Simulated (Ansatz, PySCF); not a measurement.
Molecule: 1,1,2,2-tetrafluoroethene, C2F4, charge 0, multiplicity 1. 
Coordinates optimised at B3LYP-D3(BJ)/def2-TZVP (Ansatz, a quantum-chemistry and plane-wave program):
```
C
F 1 1.3190
F 1 1.3190 2 113.18
C 1 1.3209 2 123.41 3 180.00
F 4 1.3190 1 123.41 2 -180.00
F 4 1.3190 5 113.18 1 180.00
```
Charge 0, spin multiplicity 1.


Property: enthalpy of formation at 298 K (from the atomisation energy, B3LYP-D3(BJ)/def2-TZVP harmonic zero-point and thermal terms from PySCF, and the atoms' enthalpies of formation in the G2/97 table; no spin-orbit terms, and no core term in the frozen-core levels), in kcal/mol. Correlated levels leave the core frozen unless marked. Open shells are spin-unrestricted. Spin-orbit coupling is left out. Non-relativistic. The coupled-cluster limit lacks core correlation, which all-electron functionals hold. CBS marks a two-point X^-3 extrapolation of the correlation energy; Hartree-Fock from the larger set. The bracket is a focal-point correction in the basis named.

| level | program | enthalpy of formation at 298 K (kcal/mol) |
|---|---|---|
| RI-HF/aug-cc-pVTZ | Ansatz | 51.3 |
| revPBE-D3(BJ)/def2-TZVPD | Ansatz + dftd3 | -172.3 |
| B3LYP-D3(BJ)/def2-TZVPD | Ansatz + dftd3 | -159.6 |
| PBE0/STO-3G | Ansatz | -183.9 |
| r2SCAN0-D4/def2-TZVPD | Ansatz + dftd4 | -143.3 |
| HSE06-D4/def2-TZVPD | Ansatz + dftd4 | -172.2 |
| CAM-B3LYP-D4/def2-TZVPD | Ansatz + dftd4 | -168.1 |
| B2GP-PLYP-D4/def2-TZVPD | Ansatz + dftd4 | -154.4 |
| RPA@PBE/cc-pVQZ | Ansatz | -99.9 |
| MP2/STO-3G | Ansatz | -20.4 |
| CCSD/6-31G | Ansatz | -15.7 |
| CCSD/cc-pVTZ | Ansatz | -124.4 |
| CCSD(T)/cc-pVDZ | PySCF | -101.0 |
| RI-MP2/CBS(cc-pVTZ,cc-pVQZ)+[CCSD(T)-MP2]/cc-pVDZ | Ansatz | -163.7 |
| RI-MP2/CBS(cc-pVTZ,cc-pVQZ)+[CCSD(T)-MP2]/cc-pVTZ | Ansatz | -160.9 |
